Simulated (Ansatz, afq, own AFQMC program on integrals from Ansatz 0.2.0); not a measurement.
# Where AFQMC and coupled cluster stand for AlO⁺, quintet

```yaml
atoms:
  - { symbol: Al, position_ang: [0.0000, 0.0000, 0.0000] }
  - { symbol: O, position_ang: [0.0000, 0.0000, 1.7329] }
```

Basis 6-31G. Noble-gas cores (and the filled d shells of Ga–Kr and In–Xe) are frozen. Ansatz 0.2.0 and our own AFQMC program on the same integrals; the CISD trial comes from CCSD amplitudes, and released means the phaseless constraint is let go. Free AFQMC starts from the CCSD state and is never constrained. Its projection time is finite, and what remains of the start isn't in its error. Uncertainties: one standard error, sampling alone.

Determinant: UHF, the one that the program's search chose, which needn't be the lowest solution. The geometry is a PBE0/def2-TZVP stationary point of this or a neighbouring charge and spin state.

Full CI on the same integrals is exact in this basis and with this determinant's frozen core.

Cautions: another spin lies lower (by 5.33 eV).

The T1 diagnostic is 0.0087 and the weight of the determinant in the CISD state is 0.975. The ⟨S²⟩ of the determinant is 6.006 and the size of the correlated space is 8 electrons in 16 orbitals.

| level | correlation energy (eV) |
| --- | --- |
| MP2 | -1.4182 |
| CCSD | -1.6812 |
| CCSD(T) | -1.6994 |

Q: Estimate where AFQMC with the constraint released lies against CCSD(T) on the same integrals.

A: 0.2 ± 0.2 kJ/mol below CCSD(T). The gap is under twice the noise, so this walk alone can't tell the two apart.

Reference: full CI, correlation energy -1.704 eV. The released energy is read at 2.40 1/Eh (meV from the phaseless value at times in 1/Eh: 0.3 ± 1.6 at 0.24, 0.7 ± 1.3 at 0.51, -0.9 ± 1.2 at 0.99, 1.8 ± 1.2 at 1.62, 2.4 ± 1.6 at 2.40).

| level | E − E(reference) (kJ/mol) | share of correlation (%) |
| --- | --- | --- |
| CCSD(T) | 0.4 | 99.74 |
| ph-AFQMC/HF | 3.3 ± 1.2 | 97.99 |
| ph-AFQMC/CISD | 0.0 ± 0.1 | 100.01 |
| released AFQMC | 0.2 ± 0.2 | 99.87 |
| free AFQMC | -0.3 ± 0.2 | 100.17 |

Free projections are given only where their last times agree within the noise and don't stop above the reference; a slow remainder of the start can still hide under it. A walk keeps the symmetry of its determinant, which the program's search chose and which needn't be the lowest solution, so a lower state of the same spin and another symmetry isn't excluded. Released energies are given only where the last usable release times agree within the noise; a slower fall can still hide under it.
